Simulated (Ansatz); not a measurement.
The same path of CH4BF + H2 (9 atoms, charge 0, multiplicity 1) was run twice with different band settings. Lost on the way: B1–C2, H8–H9. Made: B1–H8, C2–H9.

Computed with Ansatz 0.2.0, RKS PBE-D4/def2-SVP.

Relaxed end points:

```xyz
9
Properties=species:S:1:pos:R:3
B 0.058 0.335 0.383
C 0.000 0.518 1.933
H -1.007 0.379 2.372
H 0.706 -0.196 2.412
H 0.383 1.526 2.206
H 1.081 0.469 -0.274
F -1.043 0.020 -0.310
H -0.554 -2.572 0.192
H -0.087 -3.051 0.573
```

```xyz
9
Properties=species:S:1:pos:R:3
B -0.032 -0.563 -0.692
C -0.043 -0.093 2.462
H -0.520 -0.240 3.449
H 0.992 0.269 2.598
H -0.622 0.650 1.883
H 1.169 -0.382 -0.614
F -0.804 0.499 -0.898
H -0.576 -1.651 -0.627
H -0.027 -1.062 1.927
```

Common settings: movable images 5; climbing image yes; optimiser quadratic models (default); start path through a guess of the saddle point; force threshold 0.05 eV/Å; iteration limit 60; end points relaxed.

| run | spring |
| --- | --- |
| 1 | 5.0 eV/Å² |
| 2 | 0.5 eV/Å² |

Task: What does each run give, and how far can it be trusted?

Result: Run 1: converged after 17 iterations, highest image 1.014 eV above the first end. A vibrational analysis at the climbing image gives one clearly imaginary mode, 1031i cm⁻¹: a first-order saddle point.
Run 2: converged after 17 iterations, highest image 1.014 eV above the first end. Another band between the same ends (5 images) ends at a top of the same energy, where a vibrational analysis finds 1 clearly imaginary mode.
The orbitals stay closed-shell, which can raise the energy where a bond breaks towards radicals; this wasn't checked here.
